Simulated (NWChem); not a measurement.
# P2H2 (phosphanylidenephosphane) at PW91/jorge-TZP-DKH (ZORA, esp resp), part 2 of 2

NWChem 7.3.0. Earlier steps stand in the parts before.

### 3 The doublet anion

Input file m1.nw:

```
start m1
title "H2P2 PW91"
memory total 2200 mb
charge -1
geometry units bohr noautosym nocenter noautoz
P     -0.04605263    -1.89658583     0.16695730
P      0.04614711     1.89641576    -0.16678723
H      1.96013732    -2.01741492     1.89600002
H     -1.96023181     2.01758499    -1.89617009
end
basis "ao basis" spherical bse
* library jorge-TZP-DKH
end
relativistic
zora on
end
dft
xc xperdew91 perdew91
mult 2
grid coarse
convergence energy 1e-07
direct
maxiter 150
print medium
end
esp
restrain
range 0.4
spacing 0.035
recalculate
end
task dft energy
task esp
```

Command:

```console
$ nwchem m1.nw > m1.out
```

The log of the run:

```text
Northwest Computational Chemistry Package (NWChem) 7.3.0
             --------------------------------------------------------

           Job information
           ---------------

    nwchem branch   = 7.3.0
    use scalapack   = T
    input           = m1.nw
    prefix          = m1.
    data base       = ./m1.db
    status          = startup
    nproc           =        1

           Memory information
           ------------------

    heap     =     72089598 doubles =      550.0 Mbytes
    stack    =     72089595 doubles =      550.0 Mbytes
    global   =    144179200 doubles =     1100.0 Mbytes (distinct from heap & stack)
    total    =    288358393 doubles =     2200.0 Mbytes
    verify   = yes
    hardfail = no

           Directory information
           ---------------------

  0 permanent = .
  0 scratch   = .

                                NWChem Input Module
                                -------------------

                                     H2P2 PW91
                                     ---------

                             Geometry "geometry" -> ""
                             -------------------------

 Output coordinates in a.u. (scale by  1.000000000 to convert to a.u.)

  No.       Tag          Charge          X              Y              Z
 ---- ---------------- ---------- -------------- -------------- --------------
    1 P                   15.0000    -0.04605263    -1.89658583     0.16695730
    2 P                   15.0000     0.04614711     1.89641576    -0.16678723
    3 H                    1.0000     1.96013732    -2.01741492     1.89600002
    4 H                    1.0000    -1.96023181     2.01758499    -1.89617009

      Atomic Mass
      -----------

      P                 30.973760
      H                  1.007825

 Effective nuclear repulsion energy (a.u.)      76.7594564436

            Nuclear Dipole moment (a.u.)
            ----------------------------
        X                 Y               Z
 ---------------- ---------------- ----------------
     0.0013227100    -0.0023809800     0.0023809800

            XYZ format geometry
            -------------------
     4
 geometry
 P                    -0.02437000    -1.00363007     0.08835000
 P                     0.02442000     1.00354007    -0.08826001
 H                     1.03726007    -1.06757008     1.00332007
 H                    -1.03731008     1.06766007    -1.00341007

 ==============================================================================
                                internuclear distances
 ------------------------------------------------------------------------------
       center one      |      center two      | atomic units |       a.u.
 ------------------------------------------------------------------------------
    2 P                |   1 P                |     3.80877  |     3.80877
    3 H                |   1 P                |     2.65122  |     2.65122
    4 H                |   2 P                |     2.65160  |     2.65160
 ------------------------------------------------------------------------------
                         number of included internuclear distances:          3
 ==============================================================================

 ==============================================================================
                                 internuclear angles
 ------------------------------------------------------------------------------
        center 1       |       center 2       |       center 3       |  degrees
 ------------------------------------------------------------------------------
    2 P                |   1 P                |   3 H                |    94.83
    1 P                |   2 P                |   4 H                |    94.84
 ------------------------------------------------------------------------------
                            number of included internuclear angles:          2
 ==============================================================================

 Summary of "ao basis" -> "" (spherical)
 ------------------------------------------------------------------------------
       Tag                 Description            Shells   Functions and Types
 ---------------- ------------------------------  ------  ---------------------
 *                       jorge-TZP-DKH                on all atoms

  perdew91 is a nonlocal functional; adding pw91lda local functional.

                                 NWChem DFT Module
                                 -----------------

                                     H2P2 PW91

                      Basis "ao basis" -> "ao basis" (spherical)
                      -----
  [basis functions not shown]

 Summary of "ao basis" -> "ao basis" (spherical)
 ------------------------------------------------------------------------------
       Tag                 Description            Shells   Functions and Types
 ---------------- ------------------------------  ------  ---------------------
 P                       jorge-TZP-DKH              16       40   8s5p2d1f
 H                       jorge-TZP-DKH               6       14   3s2p1d

 Summary of "ao basis" -> "ao basis" (spherical)
 ------------------------------------------------------------------------------
       Tag                 Description            Shells   Functions and Types
 ---------------- ------------------------------  ------  ---------------------
 P                       jorge-TZP-DKH              16       40   8s5p2d1f
 H                       jorge-TZP-DKH               6       14   3s2p1d

  Caching 1-el integrals

[... 15 lines left out ...]
          Convergence on energy requested:  1.00D-07
          Convergence on density requested:  1.00D-05
          Convergence on gradient requested:  5.00D-04
[... 18 lines left out ...]
          Spatial weights used:  Erf1
[... 1 line left out ...]
          Convergence Information
[... 1 line left out ...]
          Convergence aids based upon iterative change in
          total energy or number of iterations.
[... 29 lines left out ...]
 dft_zora_read: failed to open./m1.zora_sf
[... 37 lines left out ...]
   convergence    iter        energy       DeltaE   RMS-Dens  Diis-err    time
[... 15 lines left out ...]
         Total DFT energy =     -686.293331448390
      One electron energy =    -1108.927625119033
           Coulomb energy =      393.455768552439
    Exchange-Corr. energy =      -47.580931325375
 Nuclear repulsion energy =       76.759456443579
[... 7 lines left out ...]
                    DFT Final Alpha Molecular Orbital Analysis
[... 761 lines left out ...]
                     DFT Final Beta Molecular Orbital Analysis
[... 761 lines left out ...]
   alpha - beta orbital overlaps
   -----------------------------

   alpha      1      2      3      4      5      6      7      8      9     10
    beta      1      2      3      4      5      6      9     10      7      8
 overlap   1.000  1.000  1.000  1.000  1.000  1.000  1.000  1.000  1.000  1.000

   alpha     11     12     13     14     15     16     17     18     19     20
    beta     11     12     14     13     15     16     17     18     19     20
 overlap   1.000  0.999  0.999  0.999  0.999  0.999  1.000  1.000  0.999  0.999

   alpha     21     22     23     24     25     26     27     28     29     30
    beta     21     22     23     24     25     26     29     27     28     30
 overlap   0.999  1.000  1.000  0.993  0.992  0.984  0.983  0.993  0.993  0.999

   alpha     31     32     33     34     35     36     37     38     39     40
    beta     32     31     33     34     35     36     37     38     39     40
 overlap   1.000  0.997  0.998  1.000  0.998  0.999  1.000  0.999  0.999  1.000

   alpha     41     42     43     44     45     46     47     48     49     50
    beta     41     42     43     44     45     46     47     48     49     50
 overlap   1.000  0.999  1.000  0.999  0.999  0.999  0.999  0.999  0.999  1.000

   alpha     51     52     53     54     55     56     57     58     59     60
    beta     52     51     53     54     55     57     56     58     59     60
 overlap   0.988  1.000  0.988  0.995  0.984  0.991  0.978  0.991  0.998  0.995

   alpha     61     62     63     64     65     66     67     68     69     70
    beta     61     62     63     65     64     66     67     68     69     70
 overlap   0.998  0.996  0.997  0.999  1.000  0.999  0.999  1.000  1.000  0.999

   alpha     71     72     73     74     75     76     77     78     79     80
    beta     71     72     73     74     75     76     77     78     79     80
 overlap   1.000  1.000  0.999  1.000  0.999  1.000  1.000  1.000  1.000  1.000

   alpha     81     82     83     84     85     86     87     88     89     90
    beta     81     82     83     84     85     86     87     88     89     90
 overlap   1.000  1.000  1.000  1.000  1.000  1.000  1.000  1.000  1.000  1.000

   alpha     91     92     93     94     95     96     97     98     99    100
    beta     91     92     93     94     95     96     97     98     99    100
 overlap   1.000  1.000  1.000  1.000  1.000  1.000  1.000  1.000  1.000  1.000

   alpha    101    102    103    104    105    106    107    108
    beta    101    102    103    104    105    106    107    108
 overlap   1.000  1.000  1.000  1.000  1.000  1.000  1.000  1.000

     --------------------------
     Expectation value of S2:
     --------------------------
      <S2> =      0.7535 (Exact =     0.7500)

 center of mass
 --------------
 x =   0.00004426 y =  -0.00007968 z =   0.00007968

 moments of inertia (a.u.)
 ------------------
         239.983456867930           2.555260153843          -7.014970093327
           2.555260153843          16.847983729627          27.315311071398
          -7.014970093327          27.315311071398         238.888333508023

     Multipole analysis of the density
     ---------------------------------

     L   x y z        total         alpha         beta         nuclear
     -   - - -        -----         -----         ----         -------
     0   0 0 0     -1.000000    -17.000000    -16.000000     32.000000

     1   1 0 0      0.000133     -0.000615     -0.000574      0.001323
[... 8 lines of this table left out ...]
     2   0 0 2    -25.267746    -18.294086    -14.999329      8.025668

 Task  times  cpu:       13.3s     wall:       13.3s

                                NWChem Input Module
                                -------------------

                     NWChem Electrostatic Potential Fit Module
                     -----------------------------------------

 Atom parameters

 Number of atoms is                                    4
 Number of basis functions is                        108

 Grid parameters

 Maximum number of grid points is                  10198
 Number of grid points is                          10197
 Grid range                                     0.400000 nm
 Grid spacing                                   0.035000 nm
 Probe radius                                   0.070000 nm
 Atom radius factor                             1.000000

 Restraint parameters

 Hyperbolic restraint to zero charge
    with scaling                 0.001000
         tightness               0.100000
         maximum iterations     25
         tolerance               0.000100

 Atomic radii

    1    0.100000
   15    0.180000
 FASTESP  F
  using M.O. file = ./m1.movecs

    Atom              Coordinates                           Charge

                                                  ESP         RESP        RESP2
                                                                         constr

    1 P    -0.002437   -0.100363    0.008835   -0.611795   -0.611576   -0.611576
    2 P     0.002442    0.100354   -0.008826   -0.612208   -0.611990   -0.611990
    3 H     0.103726   -0.106757    0.100332    0.110882    0.110662    0.110662
    4 H    -0.103731    0.106766   -0.100341    0.113121    0.112904    0.112904
                                            ------------------------------------
                                               -1.000000   -1.000000   -1.000000

 Dipole moment                                  0.012784    0.012804    0.012804

 Quadrupole moment Qxx                          4.435575    4.433986    4.433986
                   Qyy                         -8.610597   -8.607778   -8.607778
                   Qzz                          4.175023    4.173792    4.173792

 RMS deviation kJ/mol                           0.245818    0.245818    0.245818

 RRMS %                                         6.693703    6.693706    6.693706

 Task  times  cpu:        4.9s     wall:        4.9s
 Total times  cpu:       18.2s     wall:       18.2s
```

It took 19 s on 1 thread of AMD EPYC 7B13 (Zen 3), shared host; peak memory 0.12 GiB.

### 4 What came out

What follows sums up all 2 parts.

Level: PW91/jorge-TZP-DKH (ZORA, esp resp).

| quantity | value |
| --- | --- |
| singlet P2H2: total energy | -686.26644 Eh |
| singlet P2H2: dipole moment | 0.00 D |
| singlet P2H2: HOMO energy | -6.31 eV |
| singlet P2H2: LUMO energy | -3.70 eV |
| singlet P2H2: HOMO–LUMO gap | 2.61 eV |
| doublet anion: total energy | -686.29333 Eh |
| doublet anion: HOMO energy (highest over α and β) | 2.19 eV |
| doublet anion: LUMO energy (lowest over α and β) | 3.10 eV |
| doublet anion: ⟨S²⟩ | 0.753 |
| vertical electron affinity (to the doublet anion) | 0.732 eV |

**Reading.** At fixed nuclei the extra electron is bound by 0.73 eV (70.6 kJ/mol). The basis has no diffuse functions, so the error can be as large as this value. The HOMO (doublet anion) lies at positive energy, 2.19 eV, as semi-local functionals often give for anions; only total energies tell whether the electron is bound.
